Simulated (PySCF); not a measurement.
Species: C₃H₁₁P₃.
Atom-mapped SMILES: `[CH3:1][P:2]([CH2:3][PH2:4])[CH2:5][PH2:6]` (hydrogens: H7, H8, H9 on C1; H10, H11 on C3; H12, H13 on P4; H14, H15 on C5; H16, H17 on P6)

Computed with PySCF at PBE0/pcSseg-1 and B3LYP/def2-SVPD, non-relativistic, on one gas-phase PBE0-D3(BJ)/def2-SVP geometry that isn't relaxed in the solvent. The solvent is an IEF-PCM continuum (cavity from Bondi-type radii × 1.2). The model holds no explicit solvent molecules, cavitation or dispersion.

Gas phase at PBE0/pcSseg-1: HOMO -6.77 eV, LUMO 0.30 eV, dipole 1.25 D.

What does the continuum do to the energy, the frontier levels and the dipole at PBE0/pcSseg-1 in benzene and dichloromethane?

```csv
solvent,ε,E(solvent) − E(gas) (kJ/mol),polarisation term (kJ/mol),distortion of the solute (kJ/mol),HOMO (eV),LUMO (eV),dipole (D)
benzene,2.271,-9.22,-9.84,0.62,-6.70,0.41,1.49
dichloromethane,8.93,-18.22,-20.86,2.64,-6.70,0.46,1.78
```

Polarisation term: ½ Σ q·V over the induced surface charges. Distortion: the rise of the solute's own energy as its density leaves the gas-phase optimum. From benzene to dichloromethane the lowering changes by a factor 1.98, Onsager's factor (ε − 1)/(2ε + 1) by 1.83 and ε itself by 3.9.

Which radius a makes the point-dipole formula ΔE = −[(ε − 1)/(2ε + 1)]·μ²/a³ give the value in dichloromethane, with the gas-phase dipole?

μ = 0.493 au and |ΔE| = 0.00694 Eh give a = 1.30 Å; the farthest nucleus lies 3.98 Å from the centroid of the nuclei, so such a sphere wouldn't even hold the nuclei. The formula assumes a rigid point dipole at the centre of a sphere.

Which Hirshfeld charges (PBE0/pcSseg-1) respond most in benzene (means over atoms taken as equivalent)?

```json
{"atoms": "P2", "environment": "phosphine phosphorus", "gas (e)": "+0.141", "solvent (e)": "+0.132", "change": "-0.009"}
{"atoms": "P4/P6", "environment": "phosphine phosphorus", "gas (e)": "+0.071", "solvent (e)": "+0.062", "change": "-0.009"}
{"atoms": "H10/H11/H14/H15", "environment": "methylene hydrogen", "gas (e)": "+0.039", "solvent (e)": "+0.042", "change": "+0.003"}
{"atoms": "H12/H13/H16/H17", "environment": "P–H hydrogen", "gas (e)": "-0.015", "solvent (e)": "-0.013", "change": "+0.002"}
{"atoms": "C3/C5", "environment": "sp3 carbon bound to phosphorus", "gas (e)": "-0.161", "solvent (e)": "-0.159", "change": "+0.002"}
{"atoms": "H7/H8/H9", "environment": "methyl hydrogen", "gas (e)": "+0.038", "solvent (e)": "+0.039", "change": "+0.001"}
{"atoms": "C1", "environment": "sp3 carbon bound to phosphorus", "gas (e)": "-0.169", "solvent (e)": "-0.169", "change": "0.000"}
```

Gas phase at B3LYP/def2-SVPD: HOMO -6.52 eV, LUMO -0.03 eV, dipole 1.29 D.

What does the continuum do to the energy, the frontier levels and the dipole at B3LYP/def2-SVPD in benzene?

```tsv
solvent	ε	E(solvent) − E(gas) (kJ/mol)	polarisation term (kJ/mol)	distortion of the solute (kJ/mol)	HOMO (eV)	LUMO (eV)	dipole (D)
benzene	2.271	-7.73	-8.45	0.72	-6.45	0.11	1.57
```

The atom shares or the degeneracy of the LUMO differ from the gas phase in benzene, so that column needn't follow one orbital.

How does the static polarisability (B3LYP/def2-SVPD, frozen core, with the continuum's full static response) change?

| medium | isotropic (au) | principal values (au) | ⟨r²⟩ of the electrons (bohr²) |
| --- | --- | --- | --- |
| gas | 120.9 | 98.9, 106.8, 157.0 | 1667.7 |
| benzene | 142.2 | 118.1, 127.1, 181.4 | 1668.4 |

The isotropic value in benzene is 1.18 times the gas-phase one; no cavity-field correction is applied. ⟨r²⟩ is taken about the centre of nuclear charge.

On an Arm Neoverse V1 with one thread (shared host), this took 23 s wall and 0.97 GiB of memory at its peak. This is the whole shielding run at PBE0/pcSseg-1 in dichloromethane, SCF included.

Conformer computed: `[CH3:1][P:2]([CH2:3][PH2:4])[CH2:5][PH2:6]`: C1–P2–C3–P4 73°, C1–P2–C5–P6 -72°, H–P4–C3–P2 -56°, H–P4–C3–P2 38°, H–P6–C5–P2 -164°, H–P6–C5–P2 -70°.
